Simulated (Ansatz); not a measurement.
Input file for C4H4O, SMILES `C#COC=C`:

```yaml
crystal:
  periodic: [false, false, false]
  atoms:
    - {symbol: C, position_ang: [1.514744, 2.173959, -0.090391]}
    - {symbol: C, position_ang: [0.605813, 1.410679, 0.070499]}
    - {symbol: O, position_ang: [-0.403587, 0.621696, 0.260555]}
    - {symbol: C, position_ang: [-0.232704, -0.713322, -0.056748]}
    - {symbol: C, position_ang: [-1.219318, -1.570594, 0.111775]}
    - {symbol: H, position_ang: [2.317378, 2.855887, -0.231008]}
    - {symbol: H, position_ang: [0.752462, -0.955316, -0.438191]}
    - {symbol: H, position_ang: [-2.181157, -1.259958, 0.498651]}
    - {symbol: H, position_ang: [-1.065231, -2.609331, -0.142243]}
basis:
  gaussian: {orbitals: def2-SVP}
correlation: {method: ccsd_t}
```

```sh
$ ansatz run in.yaml --threads 2 --pin off --events-out ev --progress --plain
```

Output of Ansatz, abridged:

```
Functional definition: HF
920 factors; integrals over basis functions are off by at most 1.4e-3 eV
mean field evaluation 1: about -6211.3008 eV, gradient 3.2e1 eV
mean field evaluation 2: about -6211.3132 eV, gradient 3.2e1 eV
mean field evaluation 4: about -6214.0357 eV, gradient 5.0e0 eV
mean field evaluation 8: about -6214.1153 eV, gradient 3.9e-1 eV
mean field evaluation 16: about -6214.0244 eV, gradient 5.0e0 eV
mean field -6214.11601739 eV, -228.3645515601 hartree, gradient 1.7e-6 eV, S^2 0.000000; 0 other end points of the search recorded, 0 dependent functions left out
5 core orbitals not correlated: weight in the atoms' cores, before any rotation towards them, 1.000 or more for the frozen orbitals, at most 0.000 for the correlated occupied ones
reference -6214.11601739 eV, -228.3645515601 hartree; 13, 13 occupied and 72, 72 virtual orbitals, 920 factors
second order -18.77526345 eV of doubles, -0.00000000 eV of singles
cycle   1  -19.02592058 eV  change   -2.5e-1 eV  update   1.1e-1
cycle   2  -19.57163035 eV  change   -5.5e-1 eV  update   3.5e-2
cycle   3  -19.72174652 eV  change   -1.5e-1 eV  update   1.8e-2
cycle   4  -19.72494733 eV  change   -3.2e-3 eV  update   4.9e-3
cycle   5  -19.72660646 eV  change   -1.7e-3 eV  update   1.8e-3
cycle   6  -19.72724558 eV  change   -6.4e-4 eV  update   4.4e-4
cycle   7  -19.72723462 eV  change    1.1e-5 eV  update   1.6e-4
cycle   8  -19.72724775 eV  change   -1.3e-5 eV  update   5.1e-5
cycle   9  -19.72725816 eV  change   -1.0e-5 eV  update   2.4e-5
perturbative correction -0.73675198 eV, -0.0270751358 hartree
Total energy: -6234.58002753 eV, -229.1165900615 hartree
```

It took 4.4 s on 2 threads of a server CPU on a shared host, with 0.34 GiB of host memory at the peak.

Correlation energy per correlated electron: -0.787 eV. T1 diagnostic: 0.0135.
